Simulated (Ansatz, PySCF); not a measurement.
Species: C₂H₅N, charge 0, singlet. C2H5N (SMILES C1CN1).
B3LYP-D3(BJ)/def2-TZVP minimum from Ansatz (a first-principles code):
```xyz
8

C     -0.0266    -0.3964     0.7404
N     -0.0403     0.8719     0.0001
C     -0.0474    -0.3972    -0.7389
H      0.8868     1.2834    -0.0132
H     -0.9333    -0.6098     1.2927
H     -0.9693    -0.6112    -1.2653
H      0.8882    -0.7010     1.2359
H      0.8531    -0.7023    -1.2597
```

Atomisation energy term by term, kcal/mol (programs: Ansatz). Open shells are spin-unrestricted; no spin-orbit coupling. Cores are frozen in correlated methods. Rows without X2C or -DK are non-relativistic. CBS(X,Y): correlation extrapolated as X^-3, Hartree-Fock from the larger set (Q,5: extrapolated as (X+1)exp(-9√X)). A bracket is a step between two methods taken in the basis named. '+ core + X2C': CCSD(T) terms for core correlation (cc-pwCVTZ) and scalar relativity (cc-pVTZ-DK). Where a partner has so few electrons that a lower coupled-cluster level is exact, that level stands in.

```json
[
 {"term": "Hartree-Fock", "basis": "CBS(cc-pVQZ,cc-pV5Z)", "kcal/mol": "508.28"},
 {"term": "CCSD correlation", "basis": "CBS(cc-pVQZ,cc-pV5Z)", "kcal/mol": "197.34"},
 {"term": "(T)", "basis": "CBS(cc-pVQZ,cc-pV5Z)", "kcal/mol": "12.27"},
 {"term": "CCSDT(Q) - CCSD(T)", "basis": "cc-pVDZ", "kcal/mol": "0.48"},
 {"term": "core correlation", "basis": "cc-pwCVTZ", "kcal/mol": "2.85"},
 {"term": "scalar relativity", "basis": "X2C, cc-pVTZ-DK", "kcal/mol": "-0.60"},
 {"term": "minus zero-point energy", "basis": "Hessian by PySCF at B3LYP-D3(BJ)/def2-TZVP", "kcal/mol": "-43.98"},
 {"term": "sum: D0", "basis": "", "kcal/mol": "676.6"}
]
```
